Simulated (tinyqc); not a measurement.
Inside a calculation. Method: Pariser-Parr-Pople SCF with singles CI, for the molecule O=CC=O (SMILES; centres numbered as the heavy atoms are written). One step of it, computed by the program tinyqc.

Task: Singles CI, triplets. Over the 4 single excitations with the smallest orbital gaps: A = (e_a - e_i) delta - (ij|ab), with (pq|rs) = sum c_mp c_mq gamma_mn c_nr c_ns.

orbital energies (eV): -15.882740  -13.115078  -2.613442  1.027376

coefficients:
```
         MO1        MO2        MO3        MO4
1O  0.455273   0.604341   0.541042  -0.367112
2C  0.541042   0.367112  -0.455273   0.604341
3C  0.541042  -0.367112  -0.455273  -0.604341
4O  0.455273  -0.604341   0.541042   0.367112
```

repulsion gamma_rs (eV):
```
           1O        2C        3C         4O
1O  15.050000  7.894732  5.349711   3.763360
2C   7.894732  9.600000  7.018977   5.349711
3C   5.349711  7.018977  9.600000   7.894732
4O   3.763360  5.349711  7.894732  15.050000
```

Give: triplet CI matrix; triplet excitation energies.

Result:

triplet CI matrix (eV):
```
       2>3    1>3    2>4    1>4
2>3  2.500  0.000  0.000  2.102
1>3  0.000  5.562  2.102  0.000
2>4  0.000  2.102  6.640  0.000
1>4  2.102  0.000  0.000  9.255
```

triplet excitation energies (eV): 1.900  3.931  8.271  9.856
